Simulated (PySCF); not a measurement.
**The first ionisation energy along the noble gases**

All values are computed (PySCF 2.14, energy differences of UHF-based or UKS calculations, no spin-orbit coupling). Values in eV. The last column holds reference values (NIST; (s) semi-empirical, (t) theoretical, else measured). Unmarked ones compare directly (S terms, centres of terms, or small fine structure); those marked * lie between the lowest fine-structure levels and include a spin-orbit shift.

| element | configurations | UHF | MP2 (valence) | SCS-MP2 (valence) | CCSD (valence) | CCSD(T) (valence) | B3LYP | reference |
| --- | --- | --- | --- | --- | --- | --- | --- | --- |
| He (cc-pVDZ, non-relativistic) | 1s2 → 1s1 | 23.444 | 24.146 | 24.287 | 24.326 | 24.326 | 24.868 | 24.587 |
| Ne (cc-pVDZ, non-relativistic) | [Ne] → [He] 2s2 2p5 | 19.668 | 21.074 | 20.950 | 20.889 | 20.890 | 21.319 | 21.597 |
| Ar (cc-pV(D+d)Z, non-relativistic) | [Ar] → [Ne] 3s2 3p5 | 14.670 | 15.431 | 15.340 | 15.270 | 15.275 | 15.787 | 15.819 |
| Kr (cc-pVDZ-PP with ECP10MDF, ECP) | [Kr] → [Ar] 3d10 4s2 4p5 | 13.156 | 13.825 | 13.746 | 13.715 | 13.716 | 14.137 | 14.222 |
| Xe (cc-pVDZ-PP with ECP28MDF, ECP) | [Xe] → [Kr] 4d10 5s2 5p5 | 11.590 | 12.161 | 12.095 | 12.069 | 12.068 | 12.474 | 12.565 |

```csv
method,elements,mean error (eV),mean absolute error (eV),largest error (eV)
UHF,5,-1.253,1.253,-1.929
MP2 (valence),5,-0.431,0.431,-0.523
SCS-MP2 (valence),5,-0.474,0.474,-0.646
CCSD (valence),5,-0.504,0.504,-0.707
CCSD(T) (valence),5,-0.503,0.503,-0.707
B3LYP,5,-0.041,0.153,0.281
```

Errors include the incompleteness of the basis and the frozen core.

"Valence" correlates the outer s and p shells and, in groups 3 to 12 and the f block, the outer d or f shell, open or full, or the next shell where the ion has no valence electron left; the wider scheme adds the next inner shell.
